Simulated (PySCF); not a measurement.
Some computed properties have been withheld. Give your best values.

Species: anthracene radical anion, C14H10 (charge -1 and doublet state).
SMILES: `C1=CC=C2C=C3C=CC=CC3=CC2=C1`

```tsv
property	level	value
point group	PBE0-D3(BJ)/def2-SVP	D2h
rotational constants A, B, C	PBE0-D3(BJ)/def2-SVP	?
isotropic g value	unrestricted B3LYP/IGLO-III on C, pcH-1 on H, mean-field spin–orbit	?
spin squared ⟨S²⟩	unrestricted B3LYP/IGLO-III on C, pcH-1 on H	?
largest isotropic hyperfine couplings (means over sets of like nuclei)	unrestricted B3LYP/IGLO-III on C, pcH-1 on H	?
```

Gas-phase values; electronic properties from PySCF, density fitting. Geometry: PBE0-D3(BJ)/def2-SVP; no solvent, vibrations or thermal averaging. Whether the extra electron is bound in the gas phase wasn't checked; a finite basis holds it in any case. The geometry's basis has no diffuse functions, a weakness for an anion.

(1) Give the isotropic g value.

(2) The spin squared ⟨S²⟩?

(3) What are the largest isotropic hyperfine couplings (means over sets of like nuclei)?

(4) Give the rotational constants A, B, C.

## Answers

(1) 2.00264.

(2) 0.762.

(3) 13C +20.6 (×2), 1H -15.8 (×2), 13C -12.9 (×4), 13C +10.2 (×4), 1H -9.4 (×4) MHz.

(4) 2.168, 0.444, 0.369 GHz.

⟨S²⟩ is 0.012 above the pure-spin value S(S + 1) = 0.75. With B = h/(8π²I), that is 505.379 GHz u Å² over I, the principal moments of inertia are 233.1, 1137.9 and 1371.0 u Å² (most abundant isotopes); the inertial defect Ic − Ia − Ib is 0.0 u Å² (zero for a rigid planar frame, negative otherwise). The rotational constants make it an asymmetric top with κ = (2B − A − C)/(A − C) = -0.92, nearer the prolate limit (−1). g_iso is shifted by about +320 ppm from the free-electron value 2.002319. At 9.50 GHz, hν = g·μB·B₀ (B₀ the magnetic field) puts the centre of the isotropic spectrum, to first order, at 338.9 mT.
